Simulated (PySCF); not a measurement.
## Exact mass, isotope pattern and composition

Species: `P#P` (P2).

Calculated from tabulated atomic weights, isotope masses and abundances; no fragmentation.

**Question.** What are the average molar mass and the monoisotopic mass?

**Answer.** For P2, with standard atomic weights, 2 × 30.974 = 61.948 g/mol. From the most abundant isotopes (31P), 2 × 30.973762 = 61.9475 u.

**Question.** Work out the cluster of the molecular ion M+•, one line a nominal mass.

**Answer.** 
| nominal mass | m/z (centroid) | relative intensity |
| --- | --- | --- |
| 62 | 61.9470 | 100.0 |

Lines under 0.1 % of the tallest are left out. One electron mass, 0.00055 u, is taken off.

**Question.** Which m/z would the protonated and sodiated molecule have?

**Answer.** [M+H]+ 62.9548, [M+Na]+ 84.9367, for the monoisotopic species (arithmetic only; whether such ions form is another matter).

**Question.** Elemental analysis, calculated?

**Answer.** P 100.00 %.

**Question.** What share of all molecules is the monoisotopic species?

**Answer.** 1^2 = 100.00 %.

**Question.** Count the protons, neutrons and electrons of the monoisotopic species, and give its exact less its nominal mass.

**Answer.** 30 protons, 32 neutrons and 30 electrons; 61.9475 − 62 = -0.0525 u.
